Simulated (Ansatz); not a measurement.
Donors bound to Ga(F)3. All species are isolated molecules in the gas phase. One relaxed conformer stands for each flexible species; it need not be the lowest. Strings in code marks are SMILES.

Quantity: vertical ionisation energy (energy after one electron is removed minus that of the parent at the parent's geometry), in eV.

A: `CO`
B: `O`
C: `[F][Ga]([F])[F]`
D: `CN(C)C`
E: `CC#N`
F: `COC`

### Question
Order them by vertical ionisation energy (energy after one electron is removed minus that of the parent at the parent's geometry) (lowest first) at the level frozen-core MP2/cc-pVTZ // PBE-D3(BJ)/def2-SVP (Ansatz, a quantum-chemistry and plane-wave program).

### Answer
D (8.56 eV), F (10.46 eV), A (11.29 eV), B (12.62 eV), E (12.74 eV), C (15.46 eV)
